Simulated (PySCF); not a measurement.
B3LYP has the VWN-RPA correlation part, as in Gaussian. 

Cartesian coordinates (Å):
SMILES: [SiH3]
```xyz
4

Si    -0.0010     0.0003     0.3413
H     -0.6483     1.2534    -0.1168
H      1.4101    -0.0652    -0.1096
H     -0.7609    -1.1885    -0.1149
```
Charge 0, spin multiplicity 2.

Q: What is the computed highest occupied spin orbital, total energy and dipole moment (B3LYP-D3(BJ)/def2-TZVP run with PySCF)?

A: 
```json
{
 "highest_occupied_spin_orbital": "-6.11 eV",
 "total_energy": "-291.2651 Ha",
 "dipole_moment": "0.08 D"
}
```
